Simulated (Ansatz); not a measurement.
# AlHF radical: a rigid scan of the angle F1–Al2–H3

One table from this session's results is given with a row withheld; the runs are named, their logs left out.

Method: single points in def2-TZVPP; program: Ansatz 0.2.0, Gaussian basis.

Levels: PBE-D4, r2SCAN-D4, PBE0-D4, B3LYP-D4, wB97M-V, Hartree-Fock, MP2, CCSD, CCSD(T). The scan takes 97.5, 102.0, 106.5, 111.0, 115.5, 120.0, 124.5, 129.0, 133.5°.

Cores are frozen in the correlated methods. Orbitals are unrestricted. B3LYP uses VWN-RPA correlation.

19 further runs of the same task are left out: 19 set aside as unsound or not needed.

**The starting structure**

The minimum, relaxed at PBE0-D4: SMILES `[F][AlH]`, 3 atoms, charge 0, spin multiplicity 2.

Atoms are counted from 1 here; the program's logs count them from 0.

Bond lengths: F1–Al2 1.656 Å, Al2–H3 1.607 Å. Angles: F1–Al2–H3 115.5°.

As a file:

```xyz
3

F     0.90707    0.89323    0.58564
Al   -0.43254    0.31798   -0.19954
H    -0.48543   -1.27611   -0.39930
```

Energies of the minimum (eV), from earlier single points: PBE-D4 -9325.69781, r2SCAN-D4 -9330.18880, PBE0-D4 -9326.27983, B3LYP-D4 -9332.78510, wB97M-V -9330.76074, CCSD(T) -9316.03472.

At the minimum the angle F1–Al2–H3 is 115.5°.

Set-up of the first run:

File ccsdt-tzvpp/in.yaml:

```yaml
crystal:
  periodic: [false, false, false]
  atoms:
    - {symbol: F, position_ang: [1.019983, 0.388493, 0.592402]}
    - {symbol: Al, position_ang: [-0.432539, 0.317983, -0.199538]}
    - {symbol: H, position_ang: [-0.485431, -1.276114, -0.399298]}
basis:
  gaussian: {orbitals: def2-TZVPP}
magnetization: {spin_polarized: true, initial_magnetization: 1}
correlation: {method: ccsd_t}
scf: {omitted_lower_state_checks: [cluster_reference]}
```

The command line of these runs was not kept.

Steps of the session up to this table: F1–Al2–H3 = 97.5°; F1–Al2–H3 = 102.0°; F1–Al2–H3 = 106.5°; F1–Al2–H3 = 111.0°; F1–Al2–H3 = 115.5°; F1–Al2–H3 = 120.0°; F1–Al2–H3 = 124.5°; F1–Al2–H3 = 129.0°; F1–Al2–H3 = 133.5°.

One of the session's tables, all rows but one given; the rest of the session is left out.

Energies less that of the minimum at the same level (meV): The rows 115.5 (minimum) and angle (°) = 115.5 agree to the last digit and may rest on the same set-up.

| angle (°) | PBE-D4 | PBE0-D4 | B3LYP-D4 | wB97M-V | Hartree-Fock |
| --- | --- | --- | --- | --- | --- |
| 97.5 | 134 | 146 | 144 | 137 | 186 |
| 102.0 | 74 | 81 | 80 | 74 | 104 |
| 106.5 | 32 | 35 | 35 | 32 | 47 |
| 111.0 | 8 | 9 | 8 | 7 | 13 |
| 115.5 (minimum) | 0 | 0 | 0 | 0 | 0 |
| 115.5 | 0 | 0 | 0 | 0 | 0 |
| 120.0 | 8 | 8 | 8 | 9 | 8 |
| 124.5 | 31 | 32 | 33 | 34 | 35 |
| 129.0 | ? | ? | ? | ? | ? |
| 133.5 | 120 | 125 | 126 | 127 | 143 |

Estimate the missing values for angle (°) = 129.0.

Worked estimate for «PBE-D4». A straight line through the neighbours (124.5, 31) and (133.5, 120) gives 31 + (120 − 31) × (129.0 − 124.5) / (133.5 − 124.5) = 76; a parabola fitted to 3 rows on both sides gives 68.

**Answer.** PBE-D4: 69; PBE0-D4: 71; B3LYP-D4: 72; wB97M-V: 74; Hartree-Fock: 80. In «PBE-D4» the line misses by +7 and the parabola by -1.
